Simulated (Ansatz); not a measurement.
# GeH2, triplet: stretch scan

Starting geometry (PBE0/def2-TZVP stationary point for this spin, not checked as a minimum):

```yaml
atoms:
  - { symbol: Ge, position_ang: [0.0000, -0.0208, 0.0000] }
  - { symbol: H, position_ang: [0.0000, 0.7490, -1.3344] }
  - { symbol: H, position_ang: [0.0000, 0.7490, 1.3344] }
```

From there H2 moves along the line of the two atoms named below, all else staying in place; atoms are numbered as listed. Energies are in kcal/mol, counted from the starting geometry at the same level.

Basis cc-pVDZ; Ansatz 0.2.0. Only valence electrons are correlated (noble-gas cores and the filled d shells of p-block atoms frozen). Prefix R: restricted or restricted open-shell reference; prefix U: unrestricted. Active spaces: valence = (6e, 6o) chosen from the atoms' valence shells. No spin–orbit coupling is included, and no scalar relativity.

Unrestricted rows (U) aren't spin-pure: their determinants' ⟨S²⟩ exceeds S(S+1) by up to 0.16, so they mix in states of higher spin. For open shells CISD is restricted-active-space CI with the open shells as a complete middle space. Runs in a small pair space aren't shown, since their orbitals change along the scan. A value is left out where its run failed or describes another state than the reference as far as symmetry and spin tell, or, spin-broken singlets apart, can't be checked.

Full CI is exact within this basis and frozen core; it isn't the basis-set limit. The frozen core follows each run's orbitals, which can shift R against U totals by a few meV for light atoms and by up to 0.1 eV past Ca.

```json
{"distance Ge1-H2 (Å)": "1.235", "full CI": "30.2", "unpaired electrons (full CI)": "2.02", "error RMP2": "-0.9", "error UMP2": "-1.0", "error CISD": "–", "error RCCSD": "-0.2", "error CASSCF (valence space)": "0.9", "error MRCISD+Q (valence space)": "-0.2"}
{"distance Ge1-H2 (Å)": "1.397", "full CI": "5.4", "unpaired electrons (full CI)": "2.02", "error RMP2": "-0.5", "error UMP2": "-0.5", "error CISD": "-0.2", "error RCCSD": "-0.1", "error CASSCF (valence space)": "0.5", "error MRCISD+Q (valence space)": "-0.1"}
{"distance Ge1-H2 (Å)": "1.540", "full CI": "0.0", "unpaired electrons (full CI)": "2.03", "error RMP2": "0.0", "error UMP2": "0.0", "error CISD": "0.0", "error RCCSD": "0.0", "error CASSCF (valence space)": "0.0", "error MRCISD+Q (valence space)": "0.0"}
{"distance Ge1-H2 (Å)": "1.706", "full CI": "3.6", "unpaired electrons (full CI)": "2.03", "error RMP2": "0.8", "error UMP2": "0.9", "error CISD": "0.3", "error RCCSD": "0.2", "error CASSCF (valence space)": "-0.7", "error MRCISD+Q (valence space)": "0.1"}
{"distance Ge1-H2 (Å)": "1.909", "full CI": "14.3", "unpaired electrons (full CI)": "2.05", "error RMP2": "2.4", "error UMP2": "2.7", "error CISD": "0.8", "error RCCSD": "0.5", "error CASSCF (valence space)": "-1.5", "error MRCISD+Q (valence space)": "0.1"}
{"distance Ge1-H2 (Å)": "2.110", "full CI": "26.1", "unpaired electrons (full CI)": "2.08", "error RMP2": "4.6", "error UMP2": "6.0", "error CISD": "1.6", "error RCCSD": "1.0", "error CASSCF (valence space)": "-2.0", "error MRCISD+Q (valence space)": "0.2"}
{"distance Ge1-H2 (Å)": "2.455", "full CI": "41.1", "unpaired electrons (full CI)": "2.11", "error RMP2": "5.2", "error UMP2": "4.4", "error CISD": "2.0", "error RCCSD": "0.9", "error CASSCF (valence space)": "-1.9", "error MRCISD+Q (valence space)": "0.1"}
{"distance Ge1-H2 (Å)": "2.903", "full CI": "47.1", "unpaired electrons (full CI)": "2.06", "error RMP2": "0.6", "error UMP2": "1.2", "error CISD": "0.2", "error RCCSD": "-0.1", "error CASSCF (valence space)": "-2.7", "error MRCISD+Q (valence space)": "0.0"}
{"distance Ge1-H2 (Å)": "3.414", "full CI": "47.8", "unpaired electrons (full CI)": "2.05", "error RMP2": "0.0", "error UMP2": "0.4", "error CISD": "-0.1", "error RCCSD": "-0.2", "error CASSCF (valence space)": "-3.5", "error MRCISD+Q (valence space)": "-0.1"}
{"distance Ge1-H2 (Å)": "4.120", "full CI": "47.8", "unpaired electrons (full CI)": "2.05", "error RMP2": "-0.1", "error UMP2": "0.3", "error CISD": "-0.1", "error RCCSD": "-0.3", "error CASSCF (valence space)": "-3.7", "error MRCISD+Q (valence space)": "-0.2"}
{"distance Ge1-H2 (Å)": "5.357", "full CI": "47.8", "unpaired electrons (full CI)": "2.05", "error RMP2": "-0.1", "error UMP2": "0.3", "error CISD": "-0.1", "error RCCSD": "-0.3", "error CASSCF (valence space)": "-3.7", "error MRCISD+Q (valence space)": "-0.2"}
```

Unpaired electrons are Σ n²(2−n)² over natural occupations. Errors are those of relative energies. In total energy the starting point itself misses full CI by: RMP2 14.6, UMP2 14.3, CISD 2.7, RCCSD 1.5, CASSCF (valence space) 38.8, MRCISD+Q (valence space) 0.0 kcal/mol.

Spread of the error over the points with a reference, to 5.357 Å (largest less smallest): MRCISD+Q (valence space) 0.4, RCCSD 1.3, CISD 2.2 (10 of 11 points), CASSCF (valence space) 4.6, RMP2 6.1, UMP2 7.0 kcal/mol.

Going outwards, the relative energy of UMP2 first misses by more than 1.0 kcal/mol at 1.909 Å.

Going outwards, the relative energy of RCCSD first misses by more than 1.0 kcal/mol at 2.110 Å.

CASSCF lacks dynamic correlation, of which the bound molecule has more, so its curve rises 3.7 kcal/mol too little out to 5.357 Å. MRCISD+Q (valence space) stays parallel to the reference within 0.4 kcal/mol over the points shown.
